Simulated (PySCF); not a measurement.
Gas-phase reaction: PH3 + Si2H6 → H3SiPH2 + SiH4

Energies from PySCF, thermal terms from the rigid-rotor harmonic-oscillator model, ideal gas at 1 bar. † marks an energy on the PBE0/def2-TZVP geometry and frequencies. MP2 and CCSD(T) freeze the core. All species are closed-shell singlets. MP2 isn't extrapolated to the basis-set limit; its ΔH°(298 K) is -19.0 kJ in def2-SVP and -22.8 kJ in def2-TZVPP. CCSD(T) isn't extrapolated to the basis-set limit; its ΔH°(298 K) is -14.0 kJ in def2-SVP and -16.6 kJ in def2-TZVPP. The harmonic model lacks anharmonicity and excited electronic states, which grow with temperature; levels with a mode under 35 cm⁻¹ are left out. Internal rotation in Si2H6, H3SiPH2 is treated as a harmonic vibration of one conformer, which makes the entropy rough.

ΔH° and ΔS° at 298 K: BLYP/def2-TZVP† -15 kJ, 0 J/K; CCSD(T)/def2-SVP† -14 kJ, 0 J/K; HF/def2-TZVP† -20 kJ, 0 J/K; M06-2X/def2-TZVP† -19 kJ, 0 J/K; MP2/def2-SVP† -19 kJ, 0 J/K.

Task: With the heat capacities included, give log10 K (1 bar) at 600, 1000, 1600, 1800, 2000 K from BLYP/def2-TZVP†, CCSD(T)/def2-SVP†, HF/def2-TZVP†, M06-2X/def2-TZVP†, MP2/def2-SVP†.

Result: 
| T (K) | BLYP/def2-TZVP† | CCSD(T)/def2-SVP† | HF/def2-TZVP† | M06-2X/def2-TZVP† | MP2/def2-SVP† |
|---|---|---|---|---|---|
| 600 | 1.3 | 1.2 | 1.7 | 1.6 | 1.6 |
| 1000 | 0.8 | 0.7 | 1.0 | 1.0 | 1.0 |
| 1600 | 0.5 | 0.4 | 0.6 | 0.6 | 0.6 |
| 1800 | 0.4 | 0.4 | 0.5 | 0.5 | 0.5 |
| 2000 | 0.4 | 0.3 | 0.5 | 0.4 | 0.5 |
